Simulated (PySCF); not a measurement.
Homolysis of single bonds, series Si Cl-H. Gas-phase values, no solvent. Strings in code marks are SMILES.

All values below come from B3LYP-D3(BJ)/def2-TZVP (PySCF). B3LYP has the VWN-RPA correlation part, as in Gaussian. 

```
species                              dipole moment (D)
-----------------------------------  -----------------
whole molecule (`Cl[Si](Cl)(Cl)Cl`)                  …
radical fragment (`Cl[Si](Cl)Cl`)                 0.63
radical fragment (`[Cl]`)                         0.00
radical fragment (`Cl[SiH]Cl`)                       …
whole molecule (`Cl[SiH2]Cl`)                     1.21
radical fragment (`[SiH2]Cl`)                     1.19
whole molecule (`Cl[SiH3]`)                       1.32
radical fragment (`[SiH3]`)                       0.08
```

Problem. Some entries are withheld; supply them.

Solution. 
- whole molecule (`Cl[Si](Cl)(Cl)Cl`), dipole moment (D): 0.00
- radical fragment (`Cl[SiH]Cl`), dipole moment (D): 1.09
